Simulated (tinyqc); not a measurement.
Worked calculation: coupled-perturbed Hartree-Fock on RHF in the sto-6g basis, for HF, spin multiplicity 1. One step of it, computed by the program tinyqc.

Problem. Response to a field: uncoupled start. Field along z; U_ai = -mu_ai / (e_a - e_i), alpha = -4 sum U_ai mu_ai.

orbital energies (hartree): MO1 -26.248230, MO2 -1.455278, MO3 -0.556515, MO4 -0.471290, MO5 -0.471290, MO6 0.502913

dipole integrals <a|z|i> (bohr):
```
           i1        i2        i3        i4        i5
a6  -0.041432  0.034829  1.018257  0.000000  0.000000
```

Give: uncoupled U; uncoupled polarisability.

Solution.

uncoupled U:
```
        i1       i2       i3      i4      i5
a6  0.0015  -0.0178  -0.9611  0.0000  0.0000
```

uncoupled polarisability = 3.9175 bohr^3
